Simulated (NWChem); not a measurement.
All runs are NWChem calculations. System: Si (+1), charge 1, spin multiplicity 2. Its SCF solution wasn't tested for a lower state. Level: UHF/cc-pVQZ.

NWChem printed:

```
             Northwest Computational Chemistry Package (NWChem) 7.3.0
             --------------------------------------------------------

                                NWChem Input Module
                                -------------------

 Scaling coordinates for geometry "geometry" by  1.889725989
 (inverse scale =  0.529177249)

                             Geometry "geometry" -> ""
                             -------------------------

 Output coordinates in angstroms (scale by  1.889725989 to convert to a.u.)

  No.       Tag          Charge          X              Y              Z
 ---- ---------------- ---------- -------------- -------------- --------------
    1 Si                  14.0000     0.00000000     0.00000000     0.00000000

 Effective nuclear repulsion energy (a.u.)       0.0000000000

            Nuclear Dipole moment (a.u.)
            ----------------------------
        X                 Y               Z
 ---------------- ---------------- ----------------
     0.0000000000     0.0000000000     0.0000000000

      Symmetry information
      --------------------

 Group name             D2h
 Group number             26
 Group order               8
 No. of unique centers     1

      Symmetry unique atoms

     1


 Summary of "ao basis" -> "" (spherical)
 ------------------------------------------------------------------------------
       Tag                 Description            Shells   Functions and Types
 ---------------- ------------------------------  ------  ---------------------
 *                          cc-pvqz                   on all atoms

 Summary of "ao basis" -> "ao basis" (spherical)
 ------------------------------------------------------------------------------
       Tag                 Description            Shells   Functions and Types
 ---------------- ------------------------------  ------  ---------------------
 Si                         cc-pvqz                 17       59   6s5p3d2f1g

                                 NWChem SCF Module
                                 -----------------

  ao basis        = "ao basis"
  functions       =    59
  atoms           =     1
  alpha electrons =     7
  beta  electrons =     6
  charge          =   1.00
  wavefunction    = UHF
  use symmetry    = T
  symmetry adapt  = T

 Summary of "ao basis" -> "ao basis" (spherical)
 ------------------------------------------------------------------------------
       Tag                 Description            Shells   Functions and Types
[...]
  ----- ------------  ---------------      ----- ------------  ---------------
     7      0.987684  1 Si px

 Vector    6  Occ=1.000000D+00  E=-7.963181D-01  Symmetry=ag
              MO Center= -3.2D-17,  4.8D-17, -4.5D-17, r^2= 1.4D+00
   Bfn.  Coefficient  Atom+Function         Bfn.  Coefficient  Atom+Function
  ----- ------------  ---------------      ----- ------------  ---------------
     5      0.702150  1 Si s                  3      0.532815  1 Si s
     4      0.319804  1 Si s                  6      0.174600  1 Si s

 Vector    7  Occ=0.000000D+00  E=-2.517508D-01  Symmetry=b1u
              MO Center=  1.9D-30, -1.8D-30,  1.6D-17, r^2= 2.8D+00
   Bfn.  Coefficient  Atom+Function         Bfn.  Coefficient  Atom+Function
  ----- ------------  ---------------      ----- ------------  ---------------
    18      0.507772  1 Si pz                21      0.372191  1 Si pz
    15      0.265270  1 Si pz                12      0.200074  1 Si pz

 Vector    8  Occ=0.000000D+00  E=-2.517508D-01  Symmetry=b2u
              MO Center=  2.6D-15, -8.6D-16, -1.4D-16, r^2= 2.8D+00
   Bfn.  Coefficient  Atom+Function         Bfn.  Coefficient  Atom+Function
  ----- ------------  ---------------      ----- ------------  ---------------
    17      0.507772  1 Si py                20      0.372191  1 Si py
    14      0.265270  1 Si py                11      0.200074  1 Si py

 Vector    9  Occ=0.000000D+00  E=-2.004199D-01  Symmetry=b3u
              MO Center=  7.2D-18, -2.4D-33,  3.8D-33, r^2= 3.2D+00
   Bfn.  Coefficient  Atom+Function         Bfn.  Coefficient  Atom+Function
  ----- ------------  ---------------      ----- ------------  ---------------
    19      0.480016  1 Si px                16      0.422313  1 Si px
    13      0.249499  1 Si px                10      0.203156  1 Si px

 center of mass
 --------------
 x =   0.00000000 y =   0.00000000 z =   0.00000000

 moments of inertia (a.u.)
 ------------------
           0.000000000000           0.000000000000           0.000000000000
           0.000000000000           0.000000000000           0.000000000000
           0.000000000000           0.000000000000           0.000000000000

  Mulliken analysis of the total density
  --------------------------------------

    Atom       Charge   Shell Charges
 -----------   ------   -------------------------------------------------------
    1 Si  14    13.00   2.00  1.98 -0.04  0.48  1.30  0.28  5.94  0.02  0.35  0.59  0.09  0.00  0.00  0.00  0.00  0.00  0.00

  Mulliken analysis of the alpha density
  --------------------------------------

    Atom       Charge   Shell Charges
 -----------   ------   -------------------------------------------------------
    1 Si  14     7.00   1.00  0.99 -0.02  0.23  0.67  0.13  2.95  0.04  0.32  0.59  0.09  0.00  0.00  0.00  0.00  0.00  0.00

   Mulliken analysis of the beta density
   -------------------------------------

    Atom       Charge   Shell Charges
 -----------   ------   -------------------------------------------------------
    1 Si  14     6.00   1.00  0.99 -0.02  0.24  0.63  0.15  3.00 -0.02  0.02 -0.00  0.00  0.00  0.00  0.00 -0.00  0.00  0.00

   Mulliken analysis of the spin density
   -------------------------------------

    Atom       Charge   Shell Charges
 -----------   ------   -------------------------------------------------------
    1 Si  14     1.00   0.00  0.01 -0.01 -0.01  0.03 -0.02 -0.05  0.06  0.30  0.60  0.09  0.00  0.00  0.00  0.00  0.00 -0.00

       Multipole analysis of the density wrt the origin
       ------------------------------------------------

     L   x y z        total         alpha         beta         nuclear
     -   - - -        -----         -----         ----         -------
     0   0 0 0      1.000000     -7.000000     -6.000000     14.000000

     1   1 0 0      0.000000      0.000000      0.000000      0.000000
     1   0 1 0      0.000000      0.000000     -0.000000      0.000000
     1   0 0 1      0.000000      0.000000      0.000000      0.000000

     2   2 0 0     -8.643301     -6.654673     -1.988627      0.000000
     2   1 1 0     -0.000000     -0.000000      0.000000      0.000000
     2   1 0 1      0.000000      0.000000      0.000000      0.000000
     2   0 2 0     -5.717719     -3.440558     -2.277161      0.000000
     2   0 1 1      0.000000      0.000000      0.000000      0.000000
     2   0 0 2     -5.717719     -3.440558     -2.277161      0.000000

 Task  times  cpu:        0.6s     wall:        0.6s

 Total times  cpu:        0.6s     wall:        0.6s
```

**Question.** Write an NWChem input that would produce this output.

**Answer.** This is not unique; one that fits is 
```
start mol
memory heap 200 mb stack 900 mb global 1100 mb
charge 1
geometry units angstroms nocenter noautoz
  Si     0.000000     0.000000     0.000000
  symmetry group D2h
end
basis spherical
  * library cc-pvqz
end
scf
  uhf
  nopen 1
  maxiter 100
  thresh 1e-7
  semidirect memsize 60000000 filesize 0
  # guess.movecs holds the orbitals of an unrestricted PBE0 run
  vectors input guess.movecs output mol.movecs
end
task scf energy
```
